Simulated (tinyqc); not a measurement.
Worked calculation: Pariser-Parr-Pople SCF with singles CI, for the molecule c1ccccc1 (SMILES; centres numbered as the heavy atoms are written). One step of it, computed by the program tinyqc.

Problem. Iteration 3: Fock matrix. F_rr = H_rr + P_rr gamma_rr / 2 + sum_(s != r) P_ss gamma_rs; F_rs = H_rs - P_rs gamma_rs / 2; E = tr P (H + F) / 2 + core repulsion sum_(r<s) z_r z_s gamma_rs.

P after iteration 2, lower triangle:
```
,1C,2C,3C,4C,5C,6C
1C,0.999962
2C,0.666676,1.000019
3C,-0.000010,0.666649,1.000019
4C,-0.333298,-0.000010,0.666676,0.999962
5C,-0.000010,-0.333351,0.000019,0.666676,1.000019
6C,0.666676,0.000019,-0.333351,-0.000010,0.666649,1.000019
```

core matrix H (eV), lower triangle:
```
,1C,2C,3C,4C,5C,6C
1C,-41.417587
2C,-2.390000,-41.418626
3C,0.000000,-2.390000,-41.418626
4C,0.000000,0.000000,-2.390000,-41.417587
5C,0.000000,0.000000,0.000000,-2.390000,-41.418626
6C,-2.390000,0.000000,0.000000,0.000000,-2.390000,-41.418626
```

repulsion gamma_rs (eV), lower triangle:
```
,1C,2C,3C,4C,5C,6C
1C,11.130000
2C,7.554960,11.130000
3C,5.239602,7.553862,11.130000
4C,4.668463,5.239602,7.554960,11.130000
5C,5.239602,4.669500,5.240702,7.554960,11.130000
6C,7.554960,5.240702,4.669500,5.239602,7.553862,11.130000
```

Centres (angstrom, eV; a flat drawing with bonds scaled to 1.40 angstrom):
```
centre,x,y,core charge z,W,gamma_rr
1C,1.400000,0.000000,1,11.160000,11.130000
2C,0.700000,1.212000,1,11.160000,11.130000
3C,-0.700000,1.212000,1,11.160000,11.130000
4C,-1.400000,0.000000,1,11.160000,11.130000
5C,-0.700000,-1.212000,1,11.160000,11.130000
6C,0.700000,-1.212000,1,11.160000,11.130000
```

Give: F; pi energy.

Solution.

F (eV), lower triangle:
```
,1C,2C,3C,4C,5C,6C
1C,-5.595
2C,-4.908,-5.595
3C,0.000,-4.908,-5.595
4C,0.778,0.000,-4.908,-5.595
5C,0.000,0.778,0.000,-4.908,-5.595
6C,-4.908,0.000,0.778,0.000,-4.908,-5.595
```

pi energy = -80.236 eV
